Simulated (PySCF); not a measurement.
The dipole of `CC#P` (C2H3P) from its density and from atomic charges.

Coordinates (GFN2-xTB, Å) and charges (e) from the PBE0/pcSseg-1 density (PySCF):

```
atom       x       y       z  Mulliken      IAO  Hirshfeld  ESP-fitted
  C1  -0.548  -0.004   0.003   -0.2080  -0.4388    -0.1046     -0.4169
  C2   0.892   0.008  -0.014   -0.4142  -0.2849    -0.0842     -0.0841
  P3   2.443   0.022  -0.032   +0.1536  +0.1889    -0.0033     -0.0194
  H4  -0.933  -0.542  -0.866   +0.1562  +0.1783    +0.0640     +0.1749
  H5  -0.913  -0.497   0.906   +0.1562  +0.1783    +0.0640     +0.1738
  H6  -0.937   1.016  -0.019   +0.1562  +0.1783    +0.0640     +0.1717
```

Q: Compute μ = Σ q r for each scheme (1 e·Å = 4.803 D) and compare with the dipole of the full density.

A: The full density gives (-1.73, -0.01, 0.02) D, 1.73 D in size; dipole vectors point from the negative to the positive end.

```
    scheme     μx     μy    μz  size (D)  share of the full size (%)  angle to the full dipole (°)
  Mulliken  -1.51  -0.01  0.02      1.51                          88                             0
       IAO  -0.23   0.00  0.00      0.23                          13                             0
 Hirshfeld  -0.98  -0.01  0.01      0.98                          57                             0
ESP-fitted  -1.81  -0.03  0.02      1.81                         105                             0
```

Q: Which set comes closest?

A: Length of the difference vector: ESP-fitted 0.09 D, Mulliken 0.21 D, Hirshfeld 0.75 D, IAO 1.49 D. Closest: ESP-fitted. 

Q: What is left for the Hirshfeld atoms' own dipoles?

A: The shares of the density sum to the whole, so what Σ q r misses lies in dipoles about the nuclei. The atomic dipoles sum to (-1.73, -0.01, 0.02) − (-0.98, -0.01, 0.01) = (-0.75, -0.01, 0.01) D, 0.75 D in size.

Q: With the origin at the mean of the coordinates, (0.001, 0.000, -0.004) Å, which are the largest single terms, by size, of the Mulliken dipole along the direction of the full one?

A: P3 -1.80, C2 +1.77, H6 +0.70, H4 +0.70, H5 +0.70 D; all 6 atoms together +1.51 D. The single terms depend on the origin, their sum doesn't.

Q: Give the size of the full dipole in other units.

A: 1.73 D = 0.679 au = 0.359 e·Å = 5.76 × 10⁻³⁰ C·m.

Isolated species at its GFN2-xTB geometry, gas phase.
